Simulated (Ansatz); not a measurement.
# BH2Si: the cost of one run

The runs use Ansatz 0.2.0, Gaussian basis; def2-QZVPP, core rule «outside noble gas», up to 6 orbitals frozen.

The runs, in order: UHF; ROHF; CCSD(T) on UHF.

### Step 1. The geometry

The geometry is a PBE0/def2-TZVP stationary point (not a proven minimum) of the parent state, kept for this charge and spin.

4 atoms, charge 1, spin multiplicity 3.

Atoms are counted from 1 here; the program's logs count them from 0.

Bond lengths: Si1–B2 1.993 Å, B2–H3 1.191 Å, B2–H4 1.191 Å. Angles: Si1–B2–H3 115.4°, Si1–B2–H4 115.4°, H3–B2–H4 129.2°.

Geometry (Å):

```xyz
4
BH2Si
Si    0.00000    0.00000    0.64997
B     0.00000    0.00000   -1.34284
H     0.00000   -1.07595   -1.85389
H     0.00000    1.07595   -1.85389
```

### Step 2. UHF

in.yaml

```yaml
crystal:
  periodic: [false, false, false]
  atoms:
    - {symbol: Si, position_ang: [0.000000, 0.000000, 0.649966]}
    - {symbol: B, position_ang: [0.000000, 0.000000, -1.342837]}
    - {symbol: H, position_ang: [0.000000, -1.075954, -1.853888]}
    - {symbol: H, position_ang: [0.000000, 1.075954, -1.853888]}
basis:
  gaussian: {orbitals: "def2-QZVPP.json"}
total_charge: 1
magnetization: {spin_polarized: true, initial_magnetization: 2}
hamiltonian: {xc: hf}
output: {orbitals: {seedname: orbitals}}
```

On the command line:

```sh
ansatz run in.yaml --threads 1 --pin off --events-out ev --progress --plain --max-ram 4096MiB --backend cpu
```

**Question.** How long does this run take on 1 thread of AMD EPYC 7R13, shared host, and how much memory does it need?

About 7 s, with a peak of 0.4 GiB.
